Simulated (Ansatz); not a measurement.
# AlBH (quartet): wave-function methods side by side at a displaced geometry (v1), 6-31G

How much of the correlation energy of AlBH (quartet) does each wave-function method recover here?

Program: Ansatz 0.2.0, Gaussian basis. Level of theory: 6-31G, core rule «outside noble gas», up to 6 orbitals frozen. These are calculated values, not measurements.

To be run: UHF; CCSD(T) on ROHF; CCSD(T) on UHF; BCCD(T) on ROHF; CISD; CCSDT(Q) on ROHF; CCSDT(Q) on UHF; CISDTQ; CCSDTQ on ROHF; CCSDTQ on UHF; CASSCF and MRCISD+Q, 7 electrons in 9 orbitals; CASSCF and NEVPT2, 7 electrons in 9 orbitals; Full CI.

20 further runs of the same task are left out: 8 that didn't finish, 12 set aside as unsound or not needed.

### Step 1. The geometry

The geometry is a PBE0/def2-TZVP stationary point (not a proven minimum) with its atoms shifted at random (size 0.040 Å).

3 atoms, charge 0, spin multiplicity 4.

Atoms are counted from 1 here; the program's logs count them from 0.

Bond lengths: B1–Al2 1.948 Å, Al2–H3 1.621 Å. Angles: B1–Al2–H3 176.9°.

### Step 2. UHF

in.yaml reads:

```yaml
crystal:
  periodic: [false, false, false]
  atoms:
    - {symbol: B, position_ang: [-0.015433, -0.009008, 1.838640]}
    - {symbol: Al, position_ang: [-0.016266, -0.025151, -0.109513]}
    - {symbol: H, position_ang: [0.031698, 0.034159, -1.729127]}
basis:
  gaussian: {orbitals: 6-31G}
magnetization: {spin_polarized: true, initial_magnetization: 3}
hamiltonian: {xc: hf}
output: {orbitals: {seedname: orbitals}}
```

Run with:

```bash
$ ansatz run in.yaml --threads 1 --pin off --events-out ev --progress --plain --max-ram 2393MiB
```

The runs that follow: CCSD(T) on ROHF; CCSD(T) on UHF; BCCD(T) on ROHF; CISD; CCSDT(Q) on ROHF; CCSDT(Q) on UHF; CISDTQ; CCSDTQ on ROHF; CCSDTQ on UHF; CASSCF and MRCISD+Q, 7 electrons in 9 orbitals; CASSCF and NEVPT2, 7 electrons in 9 orbitals; Full CI.

Q: Predict the results of all the runs planned. Wanted: FCI below the RHF energy; RMP2 from FCI; UMP2 from FCI; RCCSD from FCI; RCCSD(T) from FCI; UCCSD(T) from FCI; RCCSDT(Q) from FCI; UCCSDT(Q) from FCI; NEVPT2 valence from FCI.

The runs gave:

```
                         quantity                                                                                                                          value
         FCI below the RHF energy                                                                                                                     -2.3082 eV
                    RMP2 from FCI                                                                                                                   +67.6 kJ/mol
                    UMP2 from FCI                                                                                                                   +67.5 kJ/mol
                   RCCSD from FCI                                                                                                                    +9.7 kJ/mol
                RCCSD(T) from FCI                                                                                                                    +3.4 kJ/mol
                UCCSD(T) from FCI                                                                                                                    +3.3 kJ/mol
               RCCSDT(Q) from FCI                                                                                                                    +0.2 kJ/mol
               UCCSDT(Q) from FCI                                                                                                                    +0.2 kJ/mol
          NEVPT2 valence from FCI                                                                                                                   +16.3 kJ/mol
        MRCISD+Q valence from FCI                                                                                                                    +0.5 kJ/mol
levels within 1 kcal/mol (43 meV)  RCCSD(T), UCCSD(T), BCCD(T), RCCSDT, UCCSDT, CISDTQ, RCCSDT(Q), UCCSDT(Q), RCCSDTQ, UCCSDTQ, MRCISD valence, MRCISD+Q valence
                    T1 diagnostic                                                                                                                          0.031
   effectively unpaired electrons                                                                                                                           3.04
```

In words: RCCSD(T) lands +3.4 kJ/mol from the yardstick (1.5 % of the correlation energy). One determinant dominates. Of the multireference levels listed MRCISD+Q valence comes nearest in total energy (+0.5 kJ/mol), which doesn't show that its space is the better one. These misses are within one basis, not against nature; the frozen cores of restricted and unrestricted runs differ, which can shift their rows.
